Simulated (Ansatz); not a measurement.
# CH2Si (quintet): wave-function methods side by side, 6-31G

How much of the correlation energy of CH2Si (quintet) does each wave-function method recover here?

Computed with Ansatz 0.2.0, Gaussian basis. Level: 6-31G, core rule «outside noble gas», up to 6 orbitals frozen.

To be run: UHF; CCSD(T) on ROHF; CCSD(T) on UHF; BCCD(T) on ROHF; CISD; CCSDT(Q) on ROHF; CCSDT(Q) on UHF; CISDTQ; CCSDTQ on ROHF; CCSDTQ on UHF; CASSCF and MRCISD+Q, 10 electrons in 10 orbitals; CASSCF and NEVPT2, 10 electrons in 10 orbitals; Full CI.

5 further runs of the same task are left out: 1 for a known fault of the program, 4 set aside as unsound or not needed.

## Step 1: The system

The geometry is a PBE0/def2-TZVP stationary point (not a proven minimum) of the parent state, kept for this charge and spin.

4 atoms, charge 0, spin multiplicity 5.

Atoms are counted from 1 here; the program's logs count them from 0.

Bond lengths: Si1–C2 1.820 Å, Si1–H3 1.492 Å, Si1–H4 1.492 Å. Angles: C2–Si1–H3 125.7°, C2–Si1–H4 125.7°, H3–Si1–H4 108.7°.

As a file:

```
Si    0.00000    0.00000    0.47751
C     0.00000    0.00000   -1.34275
H     0.00000    1.21249    1.34748
H     0.00000   -1.21249    1.34748
```

## Step 2: UHF

Input file in.yaml:

```yaml
crystal:
  periodic: [false, false, false]
  atoms:
    - {symbol: Si, position_ang: [0.000000, 0.000000, 0.477506]}
    - {symbol: C, position_ang: [0.000000, 0.000000, -1.342750]}
    - {symbol: H, position_ang: [0.000000, 1.212489, 1.347482]}
    - {symbol: H, position_ang: [0.000000, -1.212489, 1.347482]}
basis:
  gaussian: {orbitals: 6-31G}
magnetization: {spin_polarized: true, initial_magnetization: 4}
hamiltonian: {xc: hf}
output: {orbitals: {seedname: orbitals}}
```

Started as:

```console
$ ansatz run in.yaml --threads 1 --pin off --events-out ev --progress --plain --max-ram 4096MiB --backend cpu
```

The runs that follow: CCSD(T) on ROHF; CCSD(T) on UHF; BCCD(T) on ROHF; CISD; CCSDT(Q) on ROHF; CCSDT(Q) on UHF; CISDTQ; CCSDTQ on ROHF; CCSDTQ on UHF; CASSCF and MRCISD+Q, 10 electrons in 10 orbitals; CASSCF and NEVPT2, 10 electrons in 10 orbitals; Full CI.

Q: Predict the results of all the runs planned. Wanted: FCI below the RHF energy; RMP2 from FCI; UMP2 from FCI; RCCSD from FCI; RCCSD(T) from FCI; UCCSD(T) from FCI; RCCSDT(Q) from FCI; UCCSDT(Q) from FCI; NEVPT2 valence from FCI.

As calculated:

| quantity | value |
| --- | --- |
| FCI below the RHF energy | -2.7111 eV |
| RMP2 from FCI | +772.3 meV |
| UMP2 from FCI | +759.7 meV |
| RCCSD from FCI | +54.7 meV |
| RCCSD(T) from FCI | +16.6 meV |
| UCCSD(T) from FCI | +15.8 meV |
| RCCSDT(Q) from FCI | +0.5 meV |
| UCCSDT(Q) from FCI | -0.6 meV |
| NEVPT2 valence from FCI | +311.1 meV |
| MRCISD+Q valence from FCI | +14.3 meV |
| levels within 1 kcal/mol (43 meV) | RCCSD(T), UCCSD(T), BCCD(T), RCCSDT, UCCSDT, CISDTQ, RCCSDT(Q), UCCSDT(Q), RCCSDTQ, UCCSDTQ, MRCISD+Q valence |
| T1 diagnostic | 0.016 |
| effectively unpaired electrons | 4.03 |

What this shows: RCCSD(T) misses by +16.6 meV, 0.6 % of the correlation energy. One determinant dominates. Of the multireference levels listed MRCISD+Q valence comes nearest in total energy (+14.3 meV), which doesn't show that its space is the better one. These misses are within one basis, not against nature; the frozen cores of restricted and unrestricted runs differ, which can shift their rows.
